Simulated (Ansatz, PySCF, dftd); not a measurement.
Reaction: CH4 (SMILES C) → CH3 (SMILES [CH3], doublet) + H (doublet) (the C-H bond breaks)
Each species at its own B3LYP-D3(BJ)/def2-TZVP minimum (Ansatz, a program for electronic structure).

Quantity: bond dissociation energy (enthalpy at 298 K, ideal-gas terms from PySCF's Hessians at B3LYP-D3(BJ)/def2-TZVP), in kcal/mol. Open shells are spin-unrestricted; no spin-orbit coupling. Correlated methods leave the cores frozen. Rows without X2C or -DK are non-relativistic. CBS(X,Y): correlation extrapolated as X^-3, Hartree-Fock from the larger set (Q,5: extrapolated as (X+1)exp(-9√X)). A bracket is a step between two methods taken in the basis named. The functionals are non-relativistic, so their misses hold any scalar relativity. '+ core + X2C': CCSD(T) terms for core correlation (cc-pwCVTZ) and scalar relativity (cc-pVTZ-DK). For partners of very few electrons the exact lower level stands in for a higher one.

From measured enthalpies of formation at 298 K: 104.9 kcal/mol (Active Thermochemical Tables 1.112 (ions: stationary electron), as tabulated in the package chemicals). The calculations leave out spin-orbit terms.

```
level                                                                                                          program  bond dissociation energy (kcal/mol)  error against that value
------------------------------------------------------------------------------------------------------  --------------  -----------------------------------  ------------------------
HF/cc-pVQZ                                                                                                      Ansatz                                 77.6                     -27.3
PBE-D4/def2-TZVPD                                                                                       Ansatz + dftd4                                102.4                      -2.5
CCSD/cc-pVTZ                                                                                                    Ansatz                                102.5                      -2.4
CCSD(T)/cc-pV5Z                                                                                                 Ansatz                                104.4                      -0.5
CCSDT(Q)/cc-pVTZ                                                                                                Ansatz                                103.5                      -1.4
CCSD(T)/CBS(cc-pVQZ,cc-pV5Z) + [CCSDTQ - CCSD(T)]/cc-pVDZ + core + X2C                                          Ansatz                                104.8                      -0.1
CCSD(T)/CBS(cc-pVQZ,cc-pV5Z) + [CCSDT(Q) - CCSD(T)]/cc-pVQZ + [CCSDTQ - CCSDT(Q)]/cc-pVDZ + core + X2C          Ansatz                                104.8                      -0.1
```
